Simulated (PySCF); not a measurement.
First SCF of a structure search on doublet NO(OH)₂, at a hand-made trigonal pyramidal (heavy-atom frame) geometry. PySCF input:

```python
from pyscf import gto, scf, dft
mol = gto.M(atom='''
N      0.000000     0.000000     0.000000
O      1.033000     0.000000     0.549300
O     -0.591600     1.024600     0.629100
O     -0.591600    -1.024600     0.629100
H     -0.227100     1.864200     0.918800
H     -1.500900    -1.128800     0.918800''',
    basis={'N': 'def2-TZVP', 'O': 'def2-TZVP', 'H': 'def2-TZVP'},
    charge=0, spin=1)
mf = dft.UKS(mol, xc='PBE0')
mf.grids.atom_grid = (50, 194)
aux = {'N': 'def2-universal-JKFIT', 'O': 'def2-universal-JKFIT', 'H': 'def2-universal-JKFIT'}
mf = mf.density_fit(auxbasis=aux)
mf.conv_tol = 1e-08
mf.diis_space = 10
mf.max_cycle = 60
mf.init_guess = 'minao'
mf.verbose = 4
mf.kernel()
```

Excerpt of the output (cycles alone):

```
init E= -282.262422989307
cycle= 1 E= -280.905264555881  delta_E= 1.36  |g|= 0.869  |ddm|= 1.54
cycle= 2 E= -280.326874359637  delta_E= 0.578  |g|=  1.6  |ddm|= 1.44
cycle= 3 E= -281.15186532941  delta_E= -0.825  |g|= 0.211  |ddm|= 1.02
cycle= 4 E= -281.1615239087  delta_E= -0.00966  |g|= 0.154  |ddm|= 0.233
cycle= 5 E= -281.169637011466  delta_E= -0.00811  |g|= 0.0321  |ddm|= 0.0937
cycle= 6 E= -281.17015627882  delta_E= -0.000519  |g|= 0.0206  |ddm|= 0.0342
cycle= 7 E= -281.170451959527  delta_E= -0.000296  |g|= 0.00952  |ddm|= 0.0329
cycle= 8 E= -281.170536210739  delta_E= -8.43e-05  |g|= 0.00275  |ddm|= 0.0225
cycle= 9 E= -281.170544168729  delta_E= -7.96e-06  |g|= 0.000894  |ddm|= 0.00739
cycle= 10 E= -281.170545097007  delta_E= -9.28e-07  |g|= 0.000482  |ddm|= 0.00202
cycle= 11 E= -281.170545435349  delta_E= -3.38e-07  |g|= 0.000305  |ddm|= 0.00103
cycle= 12 E= -281.170545696737  delta_E= -2.61e-07  |g|= 0.000141  |ddm|= 0.00115
cycle= 13 E= -281.170545821549  delta_E= -1.25e-07  |g|= 4.79e-05  |ddm|= 0.00115
cycle= 14 E= -281.170545833146  delta_E= -1.16e-08  |g|= 1.58e-05  |ddm|= 0.000363
cycle= 15 E= -281.170545833818  delta_E= -6.72e-10  |g|= 1.08e-05  |ddm|= 9.28e-05
Extra cycle  E= -281.170545833769  delta_E= 4.95e-11  |g|= 1.74e-05  |ddm|= 2.03e-05
converged SCF energy = -281.170545833769  <S^2> = 0.75525872  2S+1 = 2.0052518
```

No lower solution of this spin was found by a stability analysis within the unrestricted form.

The search for the lowest solution, with the stability check, took 9.5 s on 4 threads of a shared Arm Neoverse V2 host, with 136 basis functions; the process peaked at 0.52 GiB.
